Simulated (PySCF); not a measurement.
A species of formula C3H5N3 has this rotational fingerprint, computed with PBE0-D3(BJ)/def2-SVP geometry optimisation, gas phase (PySCF):

* Rotational constants: A = 9599, B = 3685, C = 2709 MHz
* Dipole components: |μa| = 6.17 D, |μb| = 0.01 D, |μc| = 0.02 D
* Inertial defect: -3.25 u·Å²
* κ: -0.72

Task: Which structure is it? (One computed conformer of each.)
A. `Cn1nccn1`
B. `Nc1cn[nH]c1`
C. `Cn1cnnc1`

Result: C. It is Cn1cnnc1, an asymmetric top. The candidates at the same level (rigid rotor, commonest isotopes):

```csv
SMILES,A (MHz),B (MHz),C (MHz),μa (D),μb (D),μc (D),Δ (u·Å²),point group,rotor
Nc1cn[nH]c1,9368,3526,2569,1.30,2.13,1.14,-0.56,–,asymmetric top
Cn1cnnc1,9599,3685,2709,6.17,0.01,0.02,-3.25,near Cs,asymmetric top
Cn1nccn1,9377,3938,2823,0.59,0.02,0.02,-3.24,near Cs,asymmetric top
```

`Nc1cn[nH]c1` has C 5 % too low; `Cn1nccn1` has B 7 % too high. No structure here is proved a minimum.
